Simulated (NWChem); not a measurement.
Molecule: SiH4; SMILES [SiH4]

Results from NWChem. Pople sets run with spherical d functions. All runs use the structure optimised with PBE0-D3(BJ)/def2-TZVP. Solvent water, SMD (1 M gas to 1 M solution), gas-phase geometry. Reactions with the solvent are ignored.

```json
[
 {"level": "M06-2X/STO-3G", "basis functions": "13", "solvation free energy (kcal/mol)": "2.1", "cavity-dispersion-structure term (kcal/mol)": "2.2"},
 {"level": "M06-2X/3-21G", "basis functions": "21", "solvation free energy (kcal/mol)": "2.1", "cavity-dispersion-structure term (kcal/mol)": "2.2"},
 {"level": "M06-2X/6-31G*", "basis functions": "26", "solvation free energy (kcal/mol)": "2.1", "cavity-dispersion-structure term (kcal/mol)": "2.2"},
 {"level": "M06-2X/6-31+G*", "basis functions": "30", "solvation free energy (kcal/mol)": "2.1", "cavity-dispersion-structure term (kcal/mol)": "2.2"},
 {"level": "M06-2X/6-311G**", "basis functions": "50", "solvation free energy (kcal/mol)": "2.0", "cavity-dispersion-structure term (kcal/mol)": "2.2"},
 {"level": "M06-2X/6-311++G**", "basis functions": "58", "solvation free energy (kcal/mol)": "2.0", "cavity-dispersion-structure term (kcal/mol)": "2.2"}
]
```
